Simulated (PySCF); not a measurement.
C₄H₁₂P₂.
Numbering: `[CH3:1][C:2]([CH3:3])([CH3:4])[PH:5][PH2:6]` (hydrogens: H7, H8, H9 on C1; H10, H11, H12 on C3; H13, H14, H15 on C4; H16 on P5; H17, H18 on P6)

Geometry (PBE0-D3(BJ)/def2-SVP, Å), atoms numbered from 1 in this order:
```xyz
18
C4H12P2 angstrom
C      0.5567   -1.3104   -0.6046
C     -0.0495   -0.1940    0.2393
C     -1.3689   -0.6607    0.8592
C     -0.2852    1.0524   -0.6148
P      1.0441    0.3265    1.6975
P      2.9534    0.7888    0.6230
H     -0.1184   -1.5633   -1.4405
H      1.5266   -1.0159   -1.0338
H      0.7104   -2.2243   -0.0096
H     -2.0795   -0.9461    0.0649
H     -1.2237   -1.5406    1.5063
H     -1.8366    0.1319    1.4640
H     -0.6911    1.8844   -0.0175
H      0.6462    1.3961   -1.0951
H     -1.0069    0.8311   -1.4188
H      1.4735   -0.9902    2.0596
H      3.7466    0.6116    1.7982
H      2.8660    2.2027    0.8142
```

The closed-shell ground state was solved at several levels (PySCF, density fitting, gas phase, non-relativistic).

```csv
level,basis functions,HOMO (eV),LUMO (eV),gap (eV),dipole (D)
PBE/pcSseg-1,176,-5.47,-0.80,4.67,0.76
CAM-B3LYP/def2-SVPD,224,-7.72,0.92,8.64,0.80
```

Question: Estimate the row for PBE0/pcSseg-1, a basis of 176 functions; the other rows only guide the guess.

Answer: HOMO -6.53 eV, LUMO 0.06 eV, gap 6.59 eV, dipole 0.77 D.

Question: Over all these levels, which gives the widest orbital gap and which the narrowest?

Answer: CAM-B3LYP/def2-SVPD (range-separated hybrid) has the widest, 8.64 eV, and PBE/pcSseg-1 (GGA) the narrowest, 4.67 eV. Functional and basis both differ between the two, so the spread mixes both effects.

Question: How far do the dipole and the HOMO energy spread over the levels?

Answer: The dipole runs from 0.76 to 0.80 D (mean 0.78 D) and the HOMO from -7.72 to -5.47 eV.

One conformer stands for the species.
